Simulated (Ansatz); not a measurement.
# CH₃BSi (SMILES B1C=[SiH]1): functionals against CCSD(T) at one geometry

The task here is to estimate one member of a computed series from the others.

The runs use Ansatz 0.2.0, Gaussian basis; single points in def2-TZVPP.

Cores are frozen in the correlated methods.

## The system as given

6 atoms, charge 0, spin multiplicity 1.

Atoms are counted from 1 here; the program's logs count them from 0.

Bond lengths: B1–C2 1.534 Å, B1–Si3 2.015 Å, B1–H4 1.209 Å, C2–Si3 1.879 Å, C2–H5 1.128 Å, Si3–H6 1.506 Å. Angles: C2–B1–Si3 62.2°, C2–B1–H4 151.8°, Si3–B1–H4 146.0°, B1–C2–Si3 71.6°, B1–C2–H5 144.6°, Si3–C2–H5 143.8°, B1–Si3–C2 46.2°, B1–Si3–H6 172.2°, C2–Si3–H6 125.9°.

Geometry (Å):

```mol
CH3BSi
  3D, bonds by distance, orders not assigned

  6  6  0  0  0  0  0  0  0  0999 V2000
   -0.8062   -0.6056   -0.4814 B   0  0
    0.4958    0.1856   -0.6593 C   0  0
    0.0105    0.2411    1.1551 Si  0  0
   -1.7066   -1.2869   -0.9139 H   0  0
    1.2651    0.5348   -1.4071 H   0  0
    0.7700    0.9390    2.2520 H   0  0
  1  2  8  0
  1  3  8  0
  1  4  8  0
  2  3  8  0
  2  5  8  0
  3  6  8  0
M  END
```

The first run:

run/in.yaml

```yaml
crystal:
  periodic: [false, false, false]
  atoms:
    - {symbol: B, position_ang: [-0.806200, -0.605600, -0.481400]}
    - {symbol: C, position_ang: [0.495800, 0.185600, -0.659300]}
    - {symbol: Si, position_ang: [0.010500, 0.241100, 1.155100]}
    - {symbol: H, position_ang: [-1.706600, -1.286900, -0.913900]}
    - {symbol: H, position_ang: [1.265100, 0.534800, -1.407100]}
    - {symbol: H, position_ang: [0.770000, 0.939000, 2.252000]}
basis:
  gaussian: {orbitals: def2-TZVPP}
correlation: {method: ccsd_t}
output: {forces: true}
```

The command line of these runs was not kept.

Among the steps run: CCSD(T)/def2-TZVPP; PBE0-D4/def2-TZVPP; wB97M-V/def2-TZVPP; r2SCAN-D4/def2-TZVPP; PBE-D4/def2-TZVPP; revPBE-D4/def2-TZVPP; B97M-V/def2-TZVPP.

One of the session's tables, all rows but one given; the rest of the session is left out.

| method | RMS force component (eV/Å) | angle to CCSD(T) forces (°) | dipole (D) |
| --- | --- | --- | --- |
| CCSD(T) | 0.948 | reference | 1.25 |
| PBE0-D4 | ? | ? | ? |
| wB97M-V | 1.164 | 6.7 | 1.36 |
| r2SCAN-D4 | 1.096 | 6.2 | 1.25 |
| PBE-D4 | 0.996 | 9.5 | 1.25 |
| revPBE-D4 | 0.945 | 8.7 | 1.22 |
| B97M-V | 1.176 | 5.9 | 1.20 |

**Question.** Estimate the row for PBE0-D4.

As computed: RMS force component (eV/Å): 1.146; angle to CCSD(T) forces (°): 6.6; dipole (D): 1.32. In the column «RMS force component (eV/Å)» it lies between r2SCAN-D4 (1.096) and wB97M-V (1.164).
